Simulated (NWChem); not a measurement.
# propane (C3H8); SMILES CCC

Computed with NWChem. The geometry was optimised at PBE0/def2-SVP. Level: PBE0/def2-SVP with SMD (1 M gas to 1 M solution), gas-phase geometry.

Question: Predict the results for solvent water. Quantities: solvation free energy (kcal/mol); cavity-dispersion-structure term (kcal/mol); dipole in solution (D).

Answer: 
```yaml
solvation free energy (kcal/mol): 1.9
cavity-dispersion-structure term (kcal/mol): 2.5
dipole in solution (D): 0.06
```
